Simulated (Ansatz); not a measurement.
CHF₃S, SMILES `FC(F)(F)S`, 6 atoms. The species carries charge 0 and has multiplicity 1. All runs use 2 threads of a server CPU on a shared host. Correlated methods freeze the cores.

(1) Give the basis size and wall time and peak host memory of each of these runs in Ansatz. RHF-CCSD(T)/def2-SVP energy; direct RPA on PBE orbitals/def2-TZVPP energy; RKS BHLYP-D4/def2-TZVPP energy; RKS r2SCANh-D4/def2-TZVPP energy; RKS PBE0-D4/def2-TZVP frequencies; RKS ωB97M-V/def2-SVP energy; RKS CAM-B3LYP-D4/def2-TZVPP energy; RHF-CCSD(T)/def2-TZVPP energy; RKS PBE0-D4/def2-QZVPP energy; RKS B2PLYP (frozen core)/def2-TZVPP energy; RKS PBE0-D4/def2-TZVP relaxation (6 steps); RKS PBE0-D4/def2-SVP energy. (Best estimate.)

Results:

(1) Ansatz gave: Other jobs shared the machine, so times are rough.

| level | job | functions | wall time | peak host memory (GiB) |
| --- | --- | --- | --- | --- |
| RKS PBE0-D4/def2-SVP | energy | 79 | 0.75 s | 0.16 |
| RKS BHLYP-D4/def2-TZVPP | energy | 180 | 1.6 s | 0.37 |
| RKS CAM-B3LYP-D4/def2-TZVPP | energy | 180 | 1.8 s | 0.43 |
| RHF-CCSD(T)/def2-SVP | energy | 79 | 1.9 s | 0.26 |
| RKS r2SCANh-D4/def2-TZVPP | energy | 180 | 2.3 s | 0.41 |
| RKS ωB97M-V/def2-SVP | energy | 79 | 2.4 s | 0.22 |
| RKS B2PLYP (frozen core)/def2-TZVPP | energy | 180 | 2.7 s | 0.39 |
| direct RPA on PBE orbitals/def2-TZVPP | energy | 180 | 2.9 s | 0.34 |
| RKS PBE0-D4/def2-QZVPP | energy | 328 | 4.8 s | 0.83 |
| RKS PBE0-D4/def2-TZVP | relaxation (6 steps) | 167 | 13 s | 0.37 |
| RHF-CCSD(T)/def2-TZVPP | energy | 180 | 29 s | 2 |
| RKS PBE0-D4/def2-TZVP | frequencies | 167 | 49 s | 0.39 |
